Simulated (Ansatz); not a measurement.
## A small benchmark: atomisation enthalpy at 298 K

6 molecules with open shells; the atomisation enthalpy at 298 K in kJ/mol, computed less measured. Shapes, held fixed at every level: PBE0-D4/def2-TZVP. Flexible molecules stand in one conformer, not always the lowest. Thermal terms are harmonic and unscaled (PBE0-D4/def2-TZVP); the spin-orbit lowering of the free atoms is taken from their spectra. Programs: Ansatz 0.2.0. Measured values: Active Thermochemical Tables.

Levels: A = HF/def2-SVP; B = HF/def2-TZVPP; C = B3LYP/6-31G* (spherical functions); D = B2PLYP/def2-TZVPP.

| molecule | from tabulated heats | A | B | C | D |
| --- | --- | --- | --- | --- | --- |
| N2H (dinitrogen monohydride) | 913 | -505 | -500 | +5 | +7 |
| CH2N (SMILES C=[N]) | 1387 | -446 | -455 | +9 | -3 |
| CH3 (SMILES [CH3]) | 1224 | -265 | -273 | +3 | -5 |
| N2H3 (hydrazinyl radical) | 1374 | -619 | -614 | -5 | +1 |
| C2H3O (acetyl radical) | 2347 | -669 | -696 | -4 | -12 |
| C3H3 (cyclopropenyl radical) | 2318 | -628 | -667 | -7 | -13 |

Q: Sum up the errors.

A: 
```
                             level           kind  mean error  mean absolute error  worst case
                       HF/def2-SVP   Hartree–Fock      -522.0                522.0       C2H3O
                     HF/def2-TZVPP   Hartree–Fock      -534.2                534.2       C2H3O
B3LYP/6-31G* (spherical functions)  global hybrid        +0.2                  5.5        CH2N
                 B2PLYP/def2-TZVPP  double hybrid        -4.2                  6.8        C3H3
```

On this set B3LYP/6-31G* (spherical functions) has the smallest mean absolute error and HF/def2-TZVPP the largest. HF/def2-SVP is too low in 6 of 6; HF/def2-TZVPP is too low in 6 of 6; B2PLYP/def2-TZVPP is too low in 4 of 6. Heats of the atoms come from ATcT where it has them. The levels differ in basis as well as in method. The smallest two are near a tie. The largest two are near a tie. A functional in a double-zeta set wins here by errors that cancel. Hartree–Fock lacks correlation and underbinds. Spin contamination: N2H (⟨S²⟩ up to 0.85), CH2N (⟨S²⟩ up to 0.93). Open shells run unrestricted. The set is small.
